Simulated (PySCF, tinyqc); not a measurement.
RHF in the sto-6g basis, for H2O, spin multiplicity 1, step by step (part 1 of 2). The lowest restricted solution is unstable here: a spin-polarised one lies 0.0099 hartree lower (PySCF). Computed by tinyqc, a small Python program that keeps every step (integrals from PySCF). Settings: charge = 0, multiplicity = 1, basis = sto-6g, energy threshold = 1e-10, iteration cap = 78, orthogonalisation = symmetric, start = atomic densities, DIIS depth = 3, damping = 0.3, method = RHF. Command: `OMP_NUM_THREADS=1 python tinyqc.py 29673 29674 out.jsonl` (the two numbers bound the seeds that draw the settings). One thread of a shared host (Intel(R) Xeon(R) Processor @ 2.60GHz), about 0.2 s of CPU time with the checks. Later iterations appear only in the table of the cycle.

## One-electron integrals

Geometry (angstrom):
```
atom,x,y,z
O,0.000000,0.000000,0.000000
H,0.000000,1.127000,0.674000
H,0.000000,-1.127000,0.674000
```

Basis sto-6g: exponents (1/bohr^2) and contraction coefficients of normalised primitives:
```
element,l (shell),exponent,coefficient
O,s (1),1355.584234,0.009164
O,s (1),248.544885,0.049361
O,s (1),69.533902,0.168538
O,s (1),23.886772,0.370563
O,s (1),9.275933,0.416492
O,s (1),3.820341,0.130334
O,s (2),52.187762,-0.013253
O,s (2),10.329320,-0.046992
O,s (2),3.210345,-0.033785
O,s (2),1.235135,0.250242
O,s (2),0.536420,0.595117
O,s (2),0.245881,0.240706
O,p (3),52.187762,0.003760
O,p (3),10.329320,0.037679
O,p (3),3.210345,0.173897
O,p (3),1.235135,0.418036
O,p (3),0.536420,0.425860
O,p (3),0.245881,0.101708
H,s (1),35.523221,0.009164
H,s (1),6.513144,0.049361
H,s (1),1.822143,0.168538
H,s (1),0.625955,0.370563
H,s (1),0.243077,0.416492
H,s (1),0.100112,0.130334
```

Overlap, kinetic and nuclear-attraction integrals over the contracted functions; the nuclear repulsion is the sum of Za Zb / Rab.

nuclear repulsion = 6.68242286 hartree

overlap S:
```
,1O 1s,1O 2s,1O 2px,1O 2py,1O 2pz,2H 1s,3H 1s
1O 1s,1.000000,0.231145,0.000000,0.000000,0.000000,0.024367,0.024367
1O 2s,0.231145,1.000000,0.000000,0.000000,0.000000,0.277603,0.277603
1O 2px,0.000000,0.000000,1.000000,0.000000,0.000000,0.000000,0.000000
1O 2py,0.000000,0.000000,0.000000,1.000000,0.000000,0.223107,-0.223107
1O 2pz,0.000000,0.000000,0.000000,0.000000,1.000000,0.133429,0.133429
2H 1s,0.024367,0.277603,0.000000,0.223107,0.133429,1.000000,0.079194
3H 1s,0.024367,0.277603,0.000000,-0.223107,0.133429,0.079194,1.000000
```

kinetic energy T (hartree):
```
,1O 1s,1O 2s,1O 2px,1O 2py,1O 2pz,2H 1s,3H 1s
1O 1s,29.327197,-0.896024,0.000000,0.000000,0.000000,-0.006295,-0.006295
1O 2s,-0.896024,0.842618,0.000000,0.000000,0.000000,0.016554,0.016554
1O 2px,0.000000,0.000000,2.531309,0.000000,0.000000,0.000000,0.000000
1O 2py,0.000000,0.000000,0.000000,2.531309,0.000000,0.074866,-0.074866
1O 2pz,0.000000,0.000000,0.000000,0.000000,2.531309,0.044773,0.044773
2H 1s,-0.006295,0.016554,0.000000,0.074866,0.044773,0.768522,-0.011837
3H 1s,-0.006295,0.016554,0.000000,-0.074866,0.044773,-0.011837,0.768522
```

nuclear attraction V (hartree):
```
,1O 1s,1O 2s,1O 2px,1O 2py,1O 2pz,2H 1s,3H 1s
1O 1s,-62.064272,-6.337574,0.000000,0.000000,-0.008958,-0.761278,-0.761278
1O 2s,-6.337574,-9.805174,0.000000,0.000000,-0.105923,-1.970822,-1.970822
1O 2px,0.000000,0.000000,-9.767181,0.000000,0.000000,0.000000,0.000000
1O 2py,0.000000,0.000000,0.000000,-9.850261,0.000000,-1.388512,1.388512
1O 2pz,-0.008958,-0.105923,0.000000,0.000000,-9.796895,-0.848878,-0.848878
2H 1s,-0.761278,-1.970822,0.000000,-1.388512,-0.848878,-4.670179,-0.423458
3H 1s,-0.761278,-1.970822,0.000000,1.388512,-0.848878,-0.423458,-4.670179
```

core Hamiltonian H = T + V (hartree):
```
,1O 1s,1O 2s,1O 2px,1O 2py,1O 2pz,2H 1s,3H 1s
1O 1s,-32.737074,-7.233598,0.000000,0.000000,-0.008958,-0.767573,-0.767573
1O 2s,-7.233598,-8.962556,0.000000,0.000000,-0.105923,-1.954267,-1.954267
1O 2px,0.000000,0.000000,-7.235872,0.000000,0.000000,0.000000,0.000000
1O 2py,0.000000,0.000000,0.000000,-7.318952,0.000000,-1.313646,1.313646
1O 2pz,-0.008958,-0.105923,0.000000,0.000000,-7.265586,-0.804105,-0.804105
2H 1s,-0.767573,-1.954267,0.000000,-1.313646,-0.804105,-3.901657,-0.435296
3H 1s,-0.767573,-1.954267,0.000000,1.313646,-0.804105,-0.435296,-3.901657
```

## Two-electron integrals

Functions are numbered as in S; the eight-fold symmetry (ij|kl) = (ji|kl) = (kl|ij) leaves the list below.

Two-electron integrals (ij|kl) in chemists' order, unique and non-zero (hartree):
```
i,j,k,l,(ij|kl)
1,1,1,1,4.787491
2,1,1,1,0.675884
2,1,2,1,0.121505
2,2,1,1,1.117379
2,2,2,1,0.249212
2,2,2,2,0.817383
3,1,3,1,0.025762
3,2,3,1,0.039145
3,2,3,2,0.180664
3,3,1,1,1.117381
3,3,2,1,0.249212
3,3,2,2,0.817382
3,3,3,3,0.880663
4,1,4,1,0.025762
4,2,4,1,0.039145
4,2,4,2,0.180664
4,3,4,3,0.047461
4,4,1,1,1.117381
4,4,2,1,0.249212
4,4,2,2,0.817382
4,4,3,3,0.785741
4,4,4,4,0.880663
5,1,5,1,0.025762
5,2,5,1,0.039145
5,2,5,2,0.180664
5,3,5,3,0.047461
5,4,5,4,0.047461
5,5,1,1,1.117381
5,5,2,1,0.249212
5,5,2,2,0.817382
5,5,3,3,0.785741
5,5,4,4,0.785741
5,5,5,5,0.880663
6,1,1,1,0.075646
6,1,2,1,0.013052
6,1,2,2,0.026242
6,1,3,3,0.026187
6,1,4,1,0.000549
6,1,4,2,0.001082
6,1,4,4,0.026308
6,1,5,1,0.000328
6,1,5,2,0.000647
6,1,5,4,0.000072
6,1,5,5,0.026230
6,1,6,1,0.001429
6,2,1,1,0.210922
6,2,2,1,0.047834
6,2,2,2,0.177226
6,2,3,3,0.174148
6,2,4,1,0.003301
6,2,4,2,0.025789
6,2,4,4,0.180949
6,2,5,1,0.001974
6,2,5,2,0.015423
6,2,5,4,0.004068
6,2,5,5,0.176580
6,2,6,1,0.005182
6,2,6,2,0.051020
6,3,3,1,0.004943
6,3,3,2,0.029006
6,3,4,3,0.005152
6,3,5,3,0.003081
6,3,6,3,0.006647
6,4,1,1,0.142006
6,4,2,1,0.032620
6,4,2,2,0.128729
6,4,3,3,0.123247
6,4,4,1,0.006830
6,4,4,2,0.046015
6,4,4,4,0.138075
6,4,5,1,0.001128
6,4,5,2,0.010173
6,4,5,4,0.005786
6,4,5,5,0.124865
6,4,6,1,0.003670
6,4,6,2,0.044997
6,4,6,4,0.045769
6,5,1,1,0.084926
6,5,2,1,0.019508
6,5,2,2,0.076986
6,5,3,3,0.073708
6,5,4,1,0.001128
6,5,4,2,0.010173
6,5,4,4,0.076413
6,5,5,1,0.005618
6,5,5,2,0.035089
6,5,5,4,0.006770
6,5,5,5,0.080838
6,5,6,1,0.002195
6,5,6,2,0.026911
6,5,6,4,0.023397
6,5,6,5,0.020640
6,6,1,1,0.399344
6,6,2,1,0.092202
6,6,2,2,0.392668
6,6,3,3,0.378999
6,6,4,1,0.007014
6,6,4,2,0.077562
6,6,4,4,0.409203
6,6,5,1,0.004195
6,6,5,2,0.046386
6,6,5,4,0.018064
6,6,5,5,0.389802
6,6,6,1,0.010040
6,6,6,2,0.154144
6,6,6,4,0.154360
6,6,6,5,0.092315
6,6,6,6,0.774999
7,1,1,1,0.075646
7,1,2,1,0.013052
7,1,2,2,0.026242
7,1,3,3,0.026187
7,1,4,1,-0.000549
7,1,4,2,-0.001082
7,1,4,4,0.026308
7,1,5,1,0.000328
7,1,5,2,0.000647
7,1,5,4,-0.000072
7,1,5,5,0.026230
7,1,6,1,0.001403
7,1,6,2,0.004975
7,1,6,4,0.003258
7,1,6,5,0.002112
7,1,6,6,0.009574
7,1,7,1,0.001429
7,2,1,1,0.210922
7,2,2,1,0.047834
7,2,2,2,0.177226
7,2,3,3,0.174148
7,2,4,1,-0.003301
7,2,4,2,-0.025789
7,2,4,4,0.180949
7,2,5,1,0.001974
7,2,5,2,0.015423
7,2,5,4,-0.004068
7,2,5,5,0.176580
7,2,6,1,0.004975
7,2,6,2,0.038052
7,2,6,4,0.023932
7,2,6,5,0.019481
7,2,6,6,0.089066
7,2,7,1,0.005182
7,2,7,2,0.051020
7,3,3,1,0.004943
7,3,3,2,0.029006
7,3,4,3,-0.005152
7,3,5,3,0.003081
7,3,6,3,0.004687
7,3,7,3,0.006647
7,4,1,1,-0.142006
7,4,2,1,-0.032620
7,4,2,2,-0.128729
7,4,3,3,-0.123247
7,4,4,1,0.006830
7,4,4,2,0.046015
7,4,4,4,-0.138075
7,4,5,1,-0.001128
7,4,5,2,-0.010173
7,4,5,4,0.005786
7,4,5,5,-0.124865
7,4,6,1,-0.003258
7,4,6,2,-0.023932
7,4,6,4,-0.010943
7,4,6,5,-0.012052
7,4,6,6,-0.053835
7,4,7,1,-0.003670
7,4,7,2,-0.044997
7,4,7,4,0.045769
7,5,1,1,0.084926
7,5,2,1,0.019508
7,5,2,2,0.076986
7,5,3,3,0.073708
7,5,4,1,-0.001128
7,5,4,2,-0.010173
7,5,4,4,0.076413
7,5,5,1,0.005618
7,5,5,2,0.035089
7,5,5,4,-0.006770
7,5,5,5,0.080838
7,5,6,1,0.002112
7,5,6,2,0.019481
7,5,6,4,0.012052
7,5,6,5,0.014475
7,5,6,6,0.048967
7,5,7,1,0.002195
7,5,7,2,0.026911
7,5,7,4,-0.023397
7,5,7,5,0.020640
7,6,1,1,0.042901
7,6,2,1,0.009823
7,6,2,2,0.039350
7,6,3,3,0.038566
7,6,4,4,0.039428
7,6,5,1,0.000647
7,6,5,2,0.005985
7,6,5,5,0.040056
7,6,6,1,0.001048
7,6,6,2,0.010941
7,6,6,4,0.008517
7,6,6,5,0.006519
7,6,6,6,0.034446
7,6,7,1,0.001048
7,6,7,2,0.010941
7,6,7,4,-0.008517
7,6,7,5,0.006519
7,6,7,6,0.003026
7,7,1,1,0.399344
7,7,2,1,0.092202
7,7,2,2,0.392668
7,7,3,3,0.378999
7,7,4,1,-0.007014
7,7,4,2,-0.077562
7,7,4,4,0.409203
7,7,5,1,0.004195
7,7,5,2,0.046386
7,7,5,4,-0.018064
7,7,5,5,0.389802
7,7,6,1,0.009574
7,7,6,2,0.089066
7,7,6,4,0.053835
7,7,6,5,0.048967
7,7,6,6,0.234446
7,7,7,1,0.010040
7,7,7,2,0.154144
7,7,7,4,-0.154360
7,7,7,5,0.092315
7,7,7,6,0.034446
7,7,7,7,0.774999
```

## Orthogonalisation

S = U s U^T; symmetric (Loewdin) form X = U s^(-1/2) U^T, so that X^T S X = 1.

eigenvalues of S: 0.558367  0.642406  0.904008  1.000000  1.084264  1.278400  1.532555

X:
```
,1O 1s,1O 2s,1O 2px,1O 2py,1O 2pz,2H 1s,3H 1s
1O 1s,1.021754,-0.126765,0.000000,0.000000,-0.003350,0.013646,0.013646
1O 2s,-0.126765,1.086360,0.000000,0.000000,0.030759,-0.150961,-0.150961
1O 2px,0.000000,0.000000,1.000000,0.000000,0.000000,0.000000,0.000000
1O 2py,0.000000,0.000000,0.000000,1.043432,0.000000,-0.127418,0.127418
1O 2pz,-0.003350,0.030759,0.000000,0.000000,1.014444,-0.071164,-0.071164
2H 1s,0.013646,-0.150961,0.000000,-0.127418,-0.071164,1.062125,-0.026536
3H 1s,0.013646,-0.150961,0.000000,0.127418,-0.071164,-0.026536,1.062125
```

## Starting guess

The start is atomic minimal-basis densities projected into this basis (PySCF's MINAO start) and scaled to the electron count of each spin; this density is not idempotent, so its energy is not variational and may lie below the converged one.

D at the start:
```
,1O 1s,1O 2s,1O 2px,1O 2py,1O 2pz,2H 1s,3H 1s
1O 1s,2.138843,-0.485770,0.000000,0.000000,0.008447,-0.013362,-0.013362
1O 2s,-0.485770,2.105109,0.000000,0.000000,-0.046149,0.059208,0.059208
1O 2px,0.000000,0.000000,1.307536,0.000000,0.000000,0.000000,0.000000
1O 2py,0.000000,0.000000,0.000000,1.201902,0.000000,0.120680,-0.120680
1O 2pz,0.008447,-0.046149,0.000000,0.000000,1.272053,0.063601,0.063601
2H 1s,-0.013362,0.059208,0.000000,0.120680,0.063601,0.993987,0.031968
3H 1s,-0.013362,0.059208,0.000000,-0.120680,0.063601,0.031968,0.993987
```

## Iteration 1: building the Fock matrix

J_ij = sum D_kl (ij|kl), K_ij = sum D_kl (ik|jl); F = H + J - 0.5 K; E = tr D H + tr D J / 2 - 0.25 tr D K + E_nn.

Coulomb J (hartree):
```
,1O 1s,1O 2s,1O 2px,1O 2py,1O 2pz,2H 1s,3H 1s
1O 1s,17.093308,3.009840,0.000000,0.000000,0.007627,0.326438,0.326438
1O 2s,3.009840,7.864807,0.000000,0.000000,0.094039,1.721413,1.721413
1O 2px,0.000000,0.000000,7.837842,0.000000,0.000000,0.000000,0.000000
1O 2py,0.000000,0.000000,0.000000,7.897365,0.000000,1.261706,-1.261706
1O 2pz,0.007627,0.094039,0.000000,0.000000,7.859214,0.771908,0.771908
2H 1s,0.326438,1.721413,0.000000,1.261706,0.771908,4.172255,0.390255
3H 1s,0.326438,1.721413,0.000000,-1.261706,0.771908,0.390255,4.172255
```

exchange K (hartree):
```
,1O 1s,1O 2s,1O 2px,1O 2py,1O 2pz,2H 1s,3H 1s
1O 1s,9.938569,1.531238,0.000000,0.000000,0.005296,0.188770,0.188770
1O 2s,1.531238,2.581267,0.000000,0.000000,0.051851,0.713610,0.713610
1O 2px,0.000000,0.000000,1.689693,0.000000,0.000000,0.000000,0.000000
1O 2py,0.000000,0.000000,0.000000,1.747233,0.000000,0.436585,-0.436585
1O 2pz,0.005296,0.051851,0.000000,0.000000,1.710539,0.275070,0.275070
2H 1s,0.188770,0.713610,0.000000,0.436585,0.275070,1.035507,0.171646
3H 1s,0.188770,0.713610,0.000000,-0.436585,0.275070,0.171646,1.035507
```

Fock matrix F (hartree):
```
,1O 1s,1O 2s,1O 2px,1O 2py,1O 2pz,2H 1s,3H 1s
1O 1s,-20.613051,-4.989377,0.000000,0.000000,-0.003979,-0.535520,-0.535520
1O 2s,-4.989377,-2.388382,0.000000,0.000000,-0.037809,-0.589660,-0.589660
1O 2px,0.000000,0.000000,-0.242877,0.000000,0.000000,0.000000,0.000000
1O 2py,0.000000,0.000000,0.000000,-0.295203,0.000000,-0.270233,0.270233
1O 2pz,-0.003979,-0.037809,0.000000,0.000000,-0.261642,-0.169731,-0.169731
2H 1s,-0.535520,-0.589660,0.000000,-0.270233,-0.169731,-0.247155,-0.130864
3H 1s,-0.535520,-0.589660,0.000000,0.270233,-0.169731,-0.130864,-0.247155
```

total energy of this density = -75.54190591 hartree

This density is the starting one; it is not idempotent, so its energy is not variational and may lie below the converged one.

## Iteration 1: diagonalisation and new density

Diagonalise F' = X^T F X, C = X C', fill 5 alpha and 5 beta electrons from the bottom; D = 2 C_occ C_occ^T; the new density keeps 0.3 of the old one (damping). Each column has its largest component positive (the first on a tie).

F' = X^T F X (hartree):
```
,1,2,3,4,5,6,7
1,-20.291437,-2.491145,0.000000,0.000000,-0.014680,-0.046463,-0.046463
2,-2.491145,-1.446757,0.000000,0.000000,0.030747,-0.306170,-0.306170
3,0.000000,0.000000,-0.242877,0.000000,0.000000,0.000000,0.000000
4,0.000000,0.000000,0.000000,-0.181467,0.000000,-0.260365,0.260365
5,-0.014680,0.030747,0.000000,0.000000,-0.223214,-0.148605,-0.148605
6,-0.046463,-0.306170,0.000000,-0.260365,-0.148605,-0.047030,-0.049559
7,-0.046463,-0.306170,0.000000,0.260365,-0.148605,-0.049559,-0.047030
```

orbital energies (hartree): MO1 -20.615909, MO2 -1.275037, MO3 -0.468999, MO4 -0.333702, MO5 -0.242877, MO6 0.166651, MO7 0.290062

coefficients C:
```
,MO1,MO2,MO3,MO4,MO5,MO6,MO7
1O 1s,0.996958,-0.237326,0.000000,0.052495,0.000000,0.086196,0.000000
1O 2s,0.013194,0.954870,0.000000,-0.278352,0.000000,-0.503330,0.000000
1O 2px,0.000000,0.000000,0.000000,0.000000,1.000000,0.000000,0.000000
1O 2py,0.000000,0.000000,0.711489,0.000000,0.000000,0.000000,0.784223
1O 2pz,0.000640,0.034612,0.000000,0.843284,0.000000,-0.572588,0.000000
2H 1s,-0.001660,0.105547,0.373360,0.283862,0.000000,0.687416,-0.685149
3H 1s,-0.001660,0.105547,-0.373360,0.283862,0.000000,0.687416,0.685149
```

D after iteration 1:
```
,1O 1s,1O 2s,1O 2px,1O 2py,1O 2pz,2H 1s,3H 1s
1O 1s,2.115859,-0.465034,0.000000,0.000000,0.053904,-0.020532,-0.020532
1O 2s,-0.465034,2.016735,0.000000,0.000000,-0.296185,0.048209,0.048209
1O 2px,0.000000,0.000000,1.792261,0.000000,0.000000,0.000000,0.000000
1O 2py,0.000000,0.000000,0.000000,1.069274,0.000000,0.408102,-0.408102
1O 2pz,0.053904,-0.296185,0.000000,0.000000,1.378873,0.359320,0.359320
2H 1s,-0.020532,0.048209,0.000000,0.408102,0.359320,0.621762,-0.057158
3H 1s,-0.020532,0.048209,0.000000,-0.408102,0.359320,-0.057158,0.621762
```

## Iteration 2: building the Fock matrix

As before.

Coulomb J (hartree):
```
,1O 1s,1O 2s,1O 2px,1O 2py,1O 2pz,2H 1s,3H 1s
1O 1s,17.372670,3.079398,0.000000,0.000000,-0.004999,0.333412,0.333412
1O 2s,3.079398,8.083514,0.000000,0.000000,0.024158,1.747108,1.747108
1O 2px,0.000000,0.000000,8.088311,0.000000,0.000000,0.000000,0.000000
1O 2py,0.000000,0.000000,0.000000,8.086540,0.000000,1.271138,-1.271138
1O 2pz,-0.004999,0.024158,0.000000,0.000000,8.075689,0.767467,0.767467
2H 1s,0.333412,1.747108,0.000000,1.271138,0.767467,4.096188,0.391817
3H 1s,0.333412,1.747108,0.000000,-1.271138,0.767467,0.391817,4.096188
```

exchange K (hartree):
```
,1O 1s,1O 2s,1O 2px,1O 2py,1O 2pz,2H 1s,3H 1s
1O 1s,9.854609,1.531818,0.000000,0.000000,0.001010,0.183383,0.183383
1O 2s,1.531818,2.593445,0.000000,0.000000,-0.077062,0.669356,0.669356
1O 2px,0.000000,0.000000,2.102779,0.000000,0.000000,0.000000,0.000000
1O 2py,0.000000,0.000000,0.000000,1.774819,0.000000,0.495679,-0.495679
1O 2pz,0.001010,-0.077062,0.000000,0.000000,1.890141,0.334706,0.334706
2H 1s,0.183383,0.669356,0.000000,0.495679,0.334706,0.860039,0.121782
3H 1s,0.183383,0.669356,0.000000,-0.495679,0.334706,0.121782,0.860039
```

Fock matrix F (hartree):
```
,1O 1s,1O 2s,1O 2px,1O 2py,1O 2pz,2H 1s,3H 1s
1O 1s,-20.291709,-4.920110,0.000000,0.000000,-0.014461,-0.525852,-0.525852
1O 2s,-4.920110,-2.175765,0.000000,0.000000,-0.043235,-0.541838,-0.541838
1O 2px,0.000000,0.000000,-0.198950,0.000000,0.000000,0.000000,0.000000
1O 2py,0.000000,0.000000,0.000000,-0.119822,0.000000,-0.290347,0.290347
1O 2pz,-0.014461,-0.043235,0.000000,0.000000,-0.134968,-0.203991,-0.203991
2H 1s,-0.525852,-0.541838,0.000000,-0.290347,-0.203991,-0.235489,-0.104370
3H 1s,-0.525852,-0.541838,0.000000,0.290347,-0.203991,-0.104370,-0.235489
```

total energy of this density = -75.45950156 hartree

This density is a damped mixture and is not idempotent, and it still holds part of the atomic start, so its energy may lie below the converged one.

## Iteration 2: DIIS over 2 matrices

error matrix X^T (FDS - SDF) X:
```
,1,2,3,4,5,6,7
1,0.000000,-0.047966,0.000000,0.000000,-0.012187,-0.199857,-0.199857
2,0.047966,0.000000,0.000000,0.000000,0.034223,-0.054738,-0.054738
3,0.000000,0.000000,0.000000,0.000000,0.000000,0.000000,0.000000
4,0.000000,0.000000,0.000000,0.000000,0.000000,0.142025,-0.142025
5,0.012187,-0.034223,0.000000,0.000000,0.000000,0.085206,0.085206
6,0.199857,0.054738,0.000000,-0.142025,-0.085206,0.000000,0.000000
7,0.199857,0.054738,0.000000,0.142025,-0.085206,0.000000,0.000000
```

B (overlaps of the stored error matrices):
```
,1,2
1,2.0408879e+00,5.9012041e-01
2,5.9012041e-01,2.8872325e-01
```

Minimise |sum c_i e_i|^2 with sum c_i = 1: solve [B -1; -1 0][c; lambda] = [0; -1] with B_ij = tr e_i^T e_j, and take F = sum c_i F_i.

DIIS coefficients: -0.262228  1.262228

extrapolated F (hartree):
```
,1O 1s,1O 2s,1O 2px,1O 2py,1O 2pz,2H 1s,3H 1s
1O 1s,-20.207444,-4.901946,0.000000,0.000000,-0.017210,-0.523317,-0.523317
1O 2s,-4.901946,-2.120010,0.000000,0.000000,-0.044657,-0.529297,-0.529297
1O 2px,0.000000,0.000000,-0.187431,0.000000,0.000000,0.000000,0.000000
1O 2py,0.000000,0.000000,0.000000,-0.073832,0.000000,-0.295622,0.295622
1O 2pz,-0.017210,-0.044657,0.000000,0.000000,-0.101750,-0.212975,-0.212975
2H 1s,-0.523317,-0.529297,0.000000,-0.295622,-0.212975,-0.232429,-0.097423
3H 1s,-0.523317,-0.529297,0.000000,0.295622,-0.212975,-0.097423,-0.232429
```

## Iteration 2: diagonalisation and new density

As before.

F' = X^T F X (hartree):
```
,1,2,3,4,5,6,7
1,-19.885952,-2.482557,0.000000,0.000000,-0.029653,-0.042715,-0.042715
2,-2.482557,-1.183460,0.000000,0.000000,0.043174,-0.288657,-0.288657
3,0.000000,0.000000,-0.187431,0.000000,0.000000,0.000000,0.000000
4,0.000000,0.000000,0.000000,0.072446,0.000000,-0.316865,0.316865
5,-0.029653,0.043174,0.000000,0.000000,-0.046309,-0.206717,-0.206717
6,-0.042715,-0.288657,0.000000,-0.316865,-0.206717,-0.027289,-0.028914
7,-0.042715,-0.288657,0.000000,0.316865,-0.206717,-0.028914,-0.027289
```

orbital energies (hartree): MO1 -20.210538, MO2 -1.027575, MO3 -0.412477, MO4 -0.263742, MO5 -0.187431, MO6 0.329930, MO7 0.486547

coefficients C:
```
,MO1,MO2,MO3,MO4,MO5,MO6,MO7
1O 1s,0.996823,-0.231036,0.000000,0.080493,0.000000,-0.083193,0.000000
1O 2s,0.013819,0.918537,0.000000,-0.416159,0.000000,0.475059,0.000000
1O 2px,0.000000,0.000000,0.000000,0.000000,1.000000,0.000000,0.000000
1O 2py,0.000000,0.000000,0.575819,0.000000,0.000000,0.000000,0.888625
1O 2pz,0.001377,0.063969,0.000000,0.735983,0.000000,0.703149,0.000000
2H 1s,-0.001996,0.146184,0.478887,0.383674,0.000000,-0.629033,-0.616030
3H 1s,-0.001996,0.146184,-0.478887,0.383674,0.000000,-0.629033,0.616030
```

D after iteration 2:
```
,1O 1s,1O 2s,1O 2px,1O 2py,1O 2pz,2H 1s,3H 1s
1O 1s,2.109675,-0.464222,0.000000,0.000000,0.080340,-0.012993,-0.012993
1O 2s,-0.464222,2.028946,0.000000,0.000000,-0.435368,-0.021127,-0.021127
1O 2px,0.000000,0.000000,1.937678,0.000000,0.000000,0.000000,0.000000
1O 2py,0.000000,0.000000,0.000000,0.784977,0.000000,0.508484,-0.508484
1O 2pz,0.080340,-0.435368,0.000000,0.000000,1.177732,0.516212,0.516212
2H 1s,-0.012993,-0.021127,0.000000,0.508484,0.516212,0.743606,-0.102202
3H 1s,-0.012993,-0.021127,0.000000,-0.508484,0.516212,-0.102202,0.743606
```
